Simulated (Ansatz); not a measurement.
A run of Ansatz (development build ahead of 0.2.0) on doublet CH3O at this shape:

```yaml
atoms:
  - { symbol: C, position_ang: [0.0386, -0.0408, -0.6777] }
  - { symbol: O, position_ang: [0.0213, -0.0474, 0.6748] }
  - { symbol: H, position_ang: [-0.0372, 0.8578, 0.9965] }
  - { symbol: H, position_ang: [0.0411, -1.0351, -1.1250] }
  - { symbol: H, position_ang: [-0.4131, 0.8019, -1.2142] }
```

Its results:

```
Converged                       : yes
Reference energy                : -114.46562 hartree
Correlation energy              : -0.38286 hartree
Total energy                    : -114.84849 hartree
Spin squared of the determinant : 0.762
```

Question: Which input gives this output? Name the method, the orbitals and the basis set, and write the input.

Answer: UHF-MP2 in def2-TZVP.

```yaml
crystal:
  periodic: [false, false, false]
  atoms:
    - { symbol: C, position_ang: [0.0386, -0.04082, -0.67766] }
    - { symbol: O, position_ang: [0.02134, -0.04742, 0.67482] }
    - { symbol: H, position_ang: [-0.03715, 0.85778, 0.99652] }
    - { symbol: H, position_ang: [0.04109, -1.0351, -1.12504] }
    - { symbol: H, position_ang: [-0.41311, 0.8019, -1.21416] }
basis:
  gaussian: { orbitals: def2-TZVP }
magnetization:
  spin_polarized: true
  initial_magnetization: 1
hamiltonian:
  xc: hf
correlation:
  method: mp2
  frozen_orbitals: { C: 1, H: 0, O: 1 }
```
